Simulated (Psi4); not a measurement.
# M06-2X/def2-TZVP (sweep point 7) run of [NO2]− (nitrite)

Wanted: a geometry optimisation of [NO2]− (nitrite). 

The calculation is run with Psi4 1.11.

## (1) The structure to begin with

[NO2]− has 3 atoms, charge -1, and is taken as a singlet. As SMILES, `O=N[O-]`. The coordinates come from a PBE0-D4/def2-TZVPD relaxation. The run starts from this shape.

Bond lengths: O1–N2 1.245 Å, N2–O3 1.245 Å. Angles: O1–N2–O3 116.8°.

## (2) A geometry optimisation at M06-2X/def2-TZVP (sweep point 7)

The input, no2.inp:

```
memory 1600 mb

molecule {
  -1 1
  O      0.322840     0.992650     0.287620
  N      0.325750    -0.245400     0.151990
  O     -0.648590    -0.747260    -0.439610
  symmetry c1
}

set globals {
  basis                def2-TZVP
  puream               true
  scf_type             pk
  dft_radial_points    150
  dft_spherical_points 974
  g_convergence        gau_tight
  geom_maxiter         50
}

e_tot, wfn = opt("m06-2x", return_wfn=True)
print_variables()
```

Launch:

```bash
$ psi4 no2.inp no2.out -n 1
```

**Question.** What will come out? Wanted: total energy at the end; HOMO energy; LUMO energy; HOMO–LUMO gap.

Answer, from the run:

At M06-2X/def2-TZVP (sweep point 7):

```
                                             quantity          value
                              total energy at the end  -205.15369 Eh
                                          HOMO energy       -1.35 eV
                                          LUMO energy        7.31 eV
HOMO–LUMO gap (to an unbound level, set by the basis)        8.66 eV
```

In words: At the final geometry: Bond lengths: O1–N2 1.245 Å, N2–O3 1.245 Å. Angles: O1–N2–O3 116.4°. The optimisation took 4 steps and changed the energy by -0.000 eV.
